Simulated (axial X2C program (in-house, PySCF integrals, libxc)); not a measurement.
# LiO: from Re and ωe to a spectrum

A bond curve at the CCSD(T) level, two-component, was computed with an in-house all-electron X2C program for linear molecules (integrals from PySCF) (basis O dyall-av3z [7s6p3d2f], Li dyall-cv3z [7s8p2d] (cores contracted in-house)) for the state Ω = 3/2 (⟨Sz⟩ = 0.50, ⟨Lz⟩ = 1.00 at HF). Its fit gives Re = 1.7065 Å, ωe = 795.3 cm⁻¹, ωexe = 6.88 cm⁻¹ and αe = 1.746e-02 cm⁻¹; the masses are 15.9949 and 7.0160 u. Two-component means X2C with spin–orbit coupling and atomic mean-field Coulomb and Gaunt terms.

Correlated methods: 7 electrons correlated (number of frozen shells: O 1 s; Li 1 s), 171 virtual spin orbitals or spinors in MP2, 80 natural virtuals in coupled cluster.

(1) Find the reduced mass, Be and the force constant.

(2) Where do the fundamental and the first overtone lie?

(3) A Morse curve ties αe to the other constants (Pekeris). How well does that hold?

(4) Estimate De from a Morse curve and compare with the computed well depth of 3.510 eV to O + Li.

(5) Estimate the centrifugal constant by the Kratzer relation.

The state is a single determinant with fixed occupations, the lowest that a limited PBE0 search found. Dissociation energies refer to the lowest single-determinant-based atoms at the same level and basis. Coupled cluster ran in a truncated set of natural virtual spinors; the MP2 energy of the rest was added. (T) has no such correction and the atoms are truncated less, which lowers De at CCSD(T) by a hundredth of an eV or more. PBE0 can misorder states that lie within some tenths of an eV, so this need not be the ground state of the molecule. The nearest other 2c determinant of the search, Ω = 1/2, lies 0.01 eV up at the distance of the search.

Answers

(1) From the CCSD(T) values: μ = 4.8768 u. Be = 16.8576/(μ Re²) = 1.187 cm⁻¹. k = 5.8918×10⁻⁷ μ ωe² = 1.82 mdyn/Å.

(2) ν(1←0) = ωe − 2ωexe = 781.5 cm⁻¹; ν(2←0) = 2ωe − 6ωexe = 1549.3 cm⁻¹.

(3) αe(Morse) = 6Be²/ωe × (√(ωexe/Be) − 1) = 1.496e-02 cm⁻¹; the CCSD(T) curve gives 1.746e-02 cm⁻¹, a ratio of 0.86.

(4) De(Morse) = ωe²/(4ωexe) = 2.850 eV against 3.510 eV computed, a ratio of 0.81. The extrapolation falls short: long-range attraction (ionic or ion–induced dipole) or a change of character along the curve can cause this.

(5) D = 4Be³/ωe² = 1.06e-05 cm⁻¹.
